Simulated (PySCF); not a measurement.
**Working out the ionisation energy of O**

O [He] 2s2 2p4 (3P) → O⁺ [He] 2s2 2p3 (4S). Calculation: PySCF 2.14, in aug-cc-pVQZ-DK (6s5p4d3f2g, 80 functions); the spin-free X2C one-electron Hamiltonian (Gaussian nucleus). Frozen: 1s2. Energies in hartree (1 hartree = 27.21139 eV):

| part | O (lower) | O⁺ (upper) |
| --- | --- | --- |
| UHF | -74.869832 | -74.428303 |
| CCSD correlation | -0.173862 | -0.121013 |
| (T) | -0.003872 | -0.001960 |

What does Hartree-Fock give?

(-74.428303) − (-74.869832) = 0.441529 hartree = 12.015 eV.

What do CCSD and CCSD(T) give?

The CCSD correlation energies differ by 0.052849 hartree = 1.438 eV and the triples by 0.001912 hartree = 0.052 eV, so CCSD gives 13.453 eV and CCSD(T) 13.505 eV.

Measured between the centres of the two terms (NIST): 13.608 eV, so CCSD(T) (valence) is off by -0.103 eV.

What remains against the reference includes basis incompleteness, the frozen core and higher excitations.
